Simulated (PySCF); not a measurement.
# How far each method lies from RCCSDT for H₂N–N, triplet

Geometry: that of the H2N–N, singlet, kept fixed.

```json
{"atom": "N", "x (Å)": "0.0000", "y (Å)": "0.0000", "z (Å)": "0.5222"}
{"atom": "N", "x (Å)": "0.0000", "y (Å)": "0.0000", "z (Å)": "-0.6814"}
{"atom": "H", "x (Å)": "0.0000", "y (Å)": "0.8651", "z (Å)": "1.1058"}
{"atom": "H", "x (Å)": "0.0000", "y (Å)": "-0.8651", "z (Å)": "1.1058"}
```

Basis cc-pVDZ; PySCF 2.14.0. Correlated methods freeze the noble-gas cores, which leaves 12 electrons in 36 orbitals. Prefix R: restricted or restricted open-shell reference; prefix U: unrestricted.

Full CI isn't at hand for all of this; RCCSDT serves as the reference. It lacks quadruple excitations, which often exceed the step from CCSD(T) to CCSDT. The frozen core follows each run's orbitals, which can shift R against U totals by a few meV.

The UHF ⟨S²⟩ is 2.018. The T1 diagnostic (ROHF- or RHF-based CCSD) is 0.0211 and the largest doubles amplitude (ROHF- or RHF-based CCSD) is 0.044. The T1 diagnostic (UCCSD) is 0.0160.

```tsv
level	E − E(RCCSDT) (kcal/mol)	share of correlation (%)	wall time
RHF	200.06	0.00	–
UHF	193.96	3.05	–
RMP2	19.44	90.28	–
UMP2	20.54	89.74	–
RCCSD	4.79	97.61	–
UCCSD	4.63	97.69	–
RCCSD(T)	0.31	99.84	2.5 s
UCCSD(T)	0.29	99.86	2.4 s
UCCSDT	-0.04	100.02	7.7 min
```

The correlation energy at RCCSDT, counted from RHF, is -8.675 eV. That run took 6 min on 1 thread of Arm Neoverse V1, shared host.

Times are those of the correlated step on a shared host, with one SCF added for the restricted CCSD run; they ran on 1 thread of Arm Neoverse V1.
